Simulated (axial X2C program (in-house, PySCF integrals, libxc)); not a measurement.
Bond lengths and stretching modes, held linear, of NPO²⁺

Calculated with an in-house all-electron X2C program for linear molecules (integrals from PySCF): two-component X2C with atomic mean-field Coulomb and Gaunt terms, Gaussian nuclei, basis N dyall-av3z, P dyall-v3z, O dyall-av3z with contracted cores. Spin-free rows use the one-electron spin-free X2C Hamiltonian.

Masses N 14.003, P 30.974, O 15.995 u. States: 2c Ω = 1 (beyond evenly filled blocks: ω = -1/2, ω = 3/2); spin-free M_S = 1, Λ = 0 (beyond evenly filled blocks: π+α, π-α).

PBE0, 2c: energies above the lowest point

```csv
r(N–P) (Å),r(P–O) (Å),E (meV)
1.9773,1.3972,52.11
1.9773,1.4330,1.99
1.9773,1.4688,51.50
2.0280,1.3972,48.57
2.0280,1.4330,0.00
2.0280,1.4688,51.40
2.0280,1.5047,182.02
2.0787,1.3972,48.64
2.0787,1.4330,1.25
2.0787,1.4688,54.09
2.1294,1.4330,4.21
2.1294,1.5047,191.91
```

**Question.** Fit a quadratic surface with cubic terms in each bond: where is the minimum, and what are the two stretching wavenumbers?

**Answer.** At PBE0, 2c: bonds 2.029 and 1.431 Å; harmonic stretches 175.6 and 1421.0 cm⁻¹; force constants 0.196, 12.6 and coupling 0.13 mdyn/Å.

The other levels and Hamiltonians give:

```tsv
Hamiltonian	level	r(N–P) (Å)	r(P–O) (Å)	lower stretch (cm⁻¹)	upper stretch (cm⁻¹)
2c	TPSSh	2.025	1.443	160.6	1369.5
spin-free	PBE0	2.029	1.431	175.2	1421.1
spin-free	TPSSh	2.025	1.443	160.0	1369.6
```

Each state is one determinant, the lowest of a limited PBE0 search; the stretches come from a fit to these few points and carry an uncertainty of a few per cent. Other orders of the atoms were not compared. Left out for rough or failed fits: HF 2c, MP2 2c, HF spin-free, MP2 spin-free. A multiply charged ion may be only metastable. The molecule was held linear; bending was not examined, so a bent shape may lie lower. Open-shell Ω = 0 determinants with evenly filled partner blocks cannot be reached by this program, so the Ω shown need not be the lowest component. Note: several unpaired electrons, one determinant need not be a pure state.
